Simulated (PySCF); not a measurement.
Process, species as SMILES: C#N (CH-N) + H+ → C#[NH+]
B3LYP-D3(BJ)/def2-TZVP geometries, fixed; electronic energies without zero-point terms; positive where energy is released.

Effect of the SCF energy threshold at HF/def2-TZVP with PySCF, against the last row, where the proton affinity is 179.68 kcal/mol. The proton sits at the site shown, which need not be the one that binds it best.

```
setting          SCF cycles, largest species  largest shift of a total energy (mEh)  shift of the proton affinity (kcal/mol)
---------------  ---------------------------  -------------------------------------  ---------------------------------------
conv_tol: 1e-4                             5                                  0.001                                    0.001
conv_tol: 1e-5                             6                                  0.000                                    0.000
conv_tol: 1e-6                             7                                  0.000                                    0.000
conv_tol: 1e-7                             7                                  0.000                                    0.000
conv_tol: 1e-11                           10                                  0.000                                    0.000
```

Within 0.02 kcal/mol in the proton affinity: conv_tol: 1e-4; conv_tol: 1e-5; conv_tol: 1e-6; conv_tol: 1e-7. The largest shift is 0.001 mEh in a total energy and 0.001 kcal/mol in the difference.
